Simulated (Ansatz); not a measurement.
Reaction (SMILES): Cl atom → [Cl-] (an electron is taken up)
B3LYP-D3(BJ)/def2-TZVP geometries, fixed; electronic energies without zero-point terms; positive where energy is released.
Largest species:
```xyz
1

Cl     0.0000     0.0000     0.0000
```
Charge 0, spin multiplicity 2.

Basis-set convergence of the adiabatic electron affinity at PBE with Ansatz (a first-principles code). Cartesian d functions, on some or all atoms, in 6-311G**, 6-311+G**; all else is spherical. The program fits the integrals of some runs and decomposes those of others, by size. Open shells are unrestricted. No added dispersion term, no relativity. Functions are those of the species that has most. Reference: the value in aug-cc-pV(5+d)Z, 3.650 eV. Deviations are taken from unrounded values.

```json
[
 {"basis": "def2-SVP", "functions": "18", "adiabatic electron affinity (eV)": "2.338"},
 {"basis": "def2-SVPD", "functions": "27", "adiabatic electron affinity (eV)": "3.761"},
 {"basis": "pcseg-1", "functions": "18", "adiabatic electron affinity (eV)": "3.428"},
 {"basis": "aug-pcseg-1", "functions": "27", "adiabatic electron affinity (eV)": "3.729"},
 {"basis": "cc-pV(D+d)Z", "functions": "23", "adiabatic electron affinity (eV)": "2.907"},
 {"basis": "aug-cc-pV(D+d)Z", "functions": "32", "adiabatic electron affinity (eV)": "3.699"},
 {"basis": "6-311G**", "functions": "27", "adiabatic electron affinity (eV)": "3.599"},
 {"basis": "6-311+G**", "functions": "31", "adiabatic electron affinity (eV)": "3.688"},
 {"basis": "pcseg-2", "functions": "34", "adiabatic electron affinity (eV)": "3.388"},
 {"basis": "aug-pcseg-2", "functions": "50", "adiabatic electron affinity (eV)": "3.662"},
 {"basis": "def2-TZVP", "functions": "37", "adiabatic electron affinity (eV)": "3.266"},
 {"basis": "def2-TZVPD", "functions": "46", "adiabatic electron affinity (eV)": "3.659"},
 {"basis": "cc-pV(T+d)Z", "functions": "39", "adiabatic electron affinity (eV)": "3.290"},
 {"basis": "aug-cc-pV(T+d)Z", "functions": "55", "adiabatic electron affinity (eV)": "3.653"},
 {"basis": "def2-TZVPP", "functions": "42", "adiabatic electron affinity (eV)": "3.265"},
 {"basis": "def2-TZVPPD", "functions": "51", "adiabatic electron affinity (eV)": "3.658"},
 {"basis": "cc-pV(Q+d)Z", "functions": "64", "adiabatic electron affinity (eV)": "3.458"},
 {"basis": "aug-cc-pV(Q+d)Z", "functions": "89", "adiabatic electron affinity (eV)": "3.650"},
 {"basis": "pcseg-3", "functions": "64", "adiabatic electron affinity (eV)": "3.582"},
 {"basis": "aug-pcseg-3", "functions": "89", "adiabatic electron affinity (eV)": "3.651"},
 {"basis": "def2-QZVPP", "functions": "70", "adiabatic electron affinity (eV)": "3.525"},
 {"basis": "def2-QZVPPD", "functions": "79", "adiabatic electron affinity (eV)": "3.650"},
 {"basis": "cc-pV(5+d)Z", "functions": "100", "adiabatic electron affinity (eV)": "3.527"},
 {"basis": "aug-cc-pV(5+d)Z", "functions": "136", "adiabatic electron affinity (eV)": "3.650"}
]
```

What the diffuse functions change, pair by pair:
- def2-SVP to def2-SVPD: 9 more functions, deviation -1.312 to 0.111 eV
- pcseg-1 to aug-pcseg-1: 9 more functions, deviation -0.222 to 0.079 eV
- cc-pV(D+d)Z to aug-cc-pV(D+d)Z: 9 more functions, deviation -0.743 to 0.049 eV
- 6-311G** to 6-311+G**: 4 more functions, deviation -0.050 to 0.038 eV
- pcseg-2 to aug-pcseg-2: 16 more functions, deviation -0.262 to 0.013 eV
- def2-TZVP to def2-TZVPD: 9 more functions, deviation -0.384 to 0.009 eV
- cc-pV(T+d)Z to aug-cc-pV(T+d)Z: 16 more functions, deviation -0.359 to 0.003 eV
- def2-TZVPP to def2-TZVPPD: 9 more functions, deviation -0.385 to 0.008 eV
- cc-pV(Q+d)Z to aug-cc-pV(Q+d)Z: 25 more functions, deviation -0.191 to 0.001 eV
- pcseg-3 to aug-pcseg-3: 25 more functions, deviation -0.067 to 0.001 eV
- def2-QZVPP to def2-QZVPPD: 9 more functions, deviation -0.124 to 0.000 eV
- cc-pV(5+d)Z to aug-cc-pV(5+d)Z: 36 more functions, deviation -0.122 to 0.000 eV

Leaving out the reference's own pair, they bring the value nearer the reference by more than 0.001 eV in 11 of 11 pairs.
